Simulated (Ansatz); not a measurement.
in.yaml

```yaml
crystal:
  periodic: [false, false, false]
  atoms:
    - {symbol: C, position_ang: [0.000000, -0.101062, 0.000000]}
    - {symbol: H, position_ang: [0.000000, 0.602132, -0.862093]}
    - {symbol: H, position_ang: [0.000000, 0.602132, 0.862093]}
basis:
  gaussian: {orbitals: STO-3G}
magnetization: {spin_polarized: false, initial_magnetization: 2}
correlation: {active_space: {ras: {orbitals: [2, 2, 2], electrons: 6, max_holes: 3, max_particles: 3}, fixed_orbitals: true}}
```

```sh
$ ansatz run in.yaml --threads 1 --pin off --events-out ev --progress --plain --max-ram 2393MiB
```

Output:

```
85 factors; integrals over basis functions are off by at most 1.1e-5 eV
mean field evaluation 1: about -1044.7560 eV, gradient 6.5e0 eV
mean field evaluation 2: about -1044.7713 eV, gradient 6.5e0 eV
mean field evaluation 4: about -1045.3750 eV, gradient 2.7e-1 eV
mean field evaluation 8: about -1045.3752 eV, gradient 2.6e-7 eV
mean field -1045.37522437 eV, -38.4168309149 hartree, gradient 1.3e-6 eV, S^2 2.000000; 0 other end points of the search recorded, 0 dependent functions left out
reference -1045.37522437 eV, -38.4168309149 hartree; 5, 3 occupied and 2, 4 virtual orbitals, 85 factors
state -1046.57948545 eV, -38.4610866932 hartree
Total energy: -1046.57948545 eV, -38.4610866932 hartree
```

Natural occupations: 1.9797 1.9676 1.0013 1.0000 0.0285 0.0229.

Ran on 1 thread of Arm Neoverse V1, shared host: 0.06 s wall, 0.06 GiB peak host memory.
